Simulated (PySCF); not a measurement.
Ligands exchanged one at a time, B Cl-H. Gas-phase values, no solvent. Strings in code marks are SMILES.

The four lowest singlet excitations (Tamm–Dancoff). Level of theory: PBE-D3(BJ)/def2-TZVP // r2SCAN-D4/def2-TZVP (PySCF). Excitations are Tamm–Dancoff values on a coarser integration grid. The basis has no diffuse functions, so Rydberg states are missing or too high.

```
state  energy (eV)  wavelength (nm)  oscillator strength
-----  -----------  ---------------  -------------------
S1            4.56              272                0.000
S2            7.16              173                0.136
S3            7.19              172                0.000
S4            7.26              171                0.008
```

Question: Name which member gives these states.
A) `ClB(Cl)Cl`
B) `BCl`
C) `ClBCl`

Answer: B, `BCl`
